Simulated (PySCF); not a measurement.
# Telling isomers of C₆H₆N₂ apart by NMR

- PBE0-D3(BJ)/def2-SVP geometry
- spin–spin couplings from B3LYP/pcJ-1 (spin–dipole term left out of most H,H and C,H couplings)
- shieldings: GIAO PBE0/pcSseg-1
- code: PySCF 2.14
- no solvent, non-relativistic, a single conformation, one averaged value for each set of equivalent atoms

Scale: ¹H (σref 31.27), ¹³C (σref 184.41) against TMS (reference shieldings calculated alike). Multiplet labels drop J under 1 Hz and among equivalent protons, and merge close values. Unscaled 3J(H,H) run several per cent high. Shifts are as computed. Against solution values, carbons near 30 ppm lie about +2 ppm off and those near 130 ppm about +5 ppm. Of 1211 compounds with measured shifts, 218 miss one by over three times the rms of a fit or turn the order of signals round; such compounds aren't used in these exercises. OH and NH positions are gas-phase values without hydrogen bonding to other molecules.

(1) Tabulate the signals of `N#CC/C=C/CC#N`, `c1cc2[nH]ccc2[nH]1` and their relative energies.

(2) What is the quickest way to tell N#CC/C=C/CC#N from c1cc2[nH]ccc2[nH]1?

Answers

(1) 
```json
{"SMILES": "N#CC/C=C/CC#N", "carbon types": "2×C 2×CH 2×CH2", "δC": "134.7, 120.7, 23.1", "δH": "5.71 (m, 2H), 2.85 (m, 4H)", "E rel. (kcal/mol)": "27.2"}
{"SMILES": "c1cc2[nH]ccc2[nH]1", "carbon types": "2×C 4×CH", "δC": "130.0, 121.7, 94.2", "δH": "6.85 (br s, 2H), 6.64 (d, 2H), 6.08 (d, 2H)", "E rel. (kcal/mol)": "0.0"}
```

Energies are electronic energies at PBE0/pcSseg-1 on these geometries, without zero-point or thermal terms, each for the one conformer computed, which needn't be the lowest.

(2) Both give the same number of carbon signals, but DEPT or the intensities differ. The first has an allylic sp3 CH2 at 23.1 ppm, the second an aromatic CH at 94.2 ppm. Their most deshielded carbons lie at 134.7 and 130.0 ppm. In the proton spectra the most deshielded non-exchanging signals are 5.71 (m, 2H) and 6.64 (d, J = 3.7 Hz, 2H).
